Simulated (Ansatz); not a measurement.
Species: HO, SMILES `[OH]` (charge 0, multiplicity 2).

Task: Give a relaxed geometry from Ansatz (an electronic-structure program) with r2SCAN-D4/def2-TZVP.

Result: the end point of this relaxation (outside a Z-matrix the atoms follow the SMILES, hydrogens last).
Z-matrix (Å, degrees):
```
O
H 1 0.9756
```
